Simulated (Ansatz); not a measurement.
Two isomers of C2H4N2O: A = `N=CC(N)=O`, B = `N=C1OC1N`.

Calculated with Ansatz (gas phase, PBE0-D4/def2-TZVP geometries, no zero-point term in ΔE). CCSD(T)/CBS adds triple-zeta CCSD(T) − MP2 to the extrapolated MP2 energy (def2 sets, frozen cores). Functionals use def2-TZVPP. One conformer a species, not always the lowest.

(1) Which isomer does CCSD(T)/CBS put lower? Give the gap. (Best estimate.)

(2) Give E(B) − E(A) in kJ/mol with B2PLYP, CCSD(T)/def2-TZVPP, CCSD/def2-TZVPP, PBE-D4, LDA (SPW92), BLYP-D4, ωB97M-V. (Best estimate.)

(3) Does the order hold for the free energy at 298.15 K (harmonic terms from PBE0-D4)? (Estimate.)

Largest T1 diagnostic: 0.016.

Results:

(1) The calculation gave: A, by 148.8 kJ/mol.

(2) Ansatz gave: B2PLYP 146.4, CCSD(T)/def2-TZVPP 148.6, CCSD/def2-TZVPP 154.9, PBE-D4 124.8, LDA (SPW92) 118.2, BLYP-D4 141.1, ωB97M-V 146.2. None reverses the order clearly.

(3) Ansatz gave: Yes: G(B) − G(A) = +149.2 kJ/mol, for one conformer each.

In def2-TZVPP, CCSD(T) changes the Hartree–Fock value by −35.5 kJ/mol (the triples alone add −6.2 kJ/mol) and MP2 by −43.6 kJ/mol. From r2SCAN to r2SCAN0 (25 % exact exchange), in def2-TZVPP and without D4, E(B) − E(A) moves by +7.5 kJ/mol.
